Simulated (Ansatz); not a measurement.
Diamond was calculated with revPBE in Ansatz (plane waves, PAW).

Numerical settings: plane-wave cutoff 520 eV, 16×16×16 k mesh, scalar-relativistic PAW data made under PBE.

Computed at the level's own relaxed cell.

Hill averages of the elastic tensor: K = 422.4 GPa, G = 509.6 GPa. Volume 5.757 Å³/atom, mean atomic mass 12.011 u.

Problem. Work out the density, the sound velocities of a polycrystal and the elastic Debye temperature at this level.

Solution. ρ = 1.66054 × 12.011/5.757 = 3.464 g/cm³. v_l = √[(K + 4G/3)/ρ] = 17.835 km/s and v_t = √(G/ρ) = 12.129 km/s. The mean follows from 3/v_m³ = 1/v_l³ + 2/v_t³: v_m = 13.224 km/s. Θ_D = (ħ/k_B) v_m (6π²/V)^(1/3) = 76.38 K Å s/km × 13.224 × 2.1748 Å⁻¹ = 2197 K, counting all atoms of the cell.

Measured, for comparison: Voigt–Reuss–Hill bulk modulus 442 GPa (temperature not stated, not corrected to a static lattice, from single-crystal Cij; as tabulated in Råsander and Moram (2015), arXiv:1505.02379). Computed (rounded) less measured: Voigt–Reuss–Hill bulk modulus -5 %.

Ansatz is a quantum-chemistry and plane-wave program.
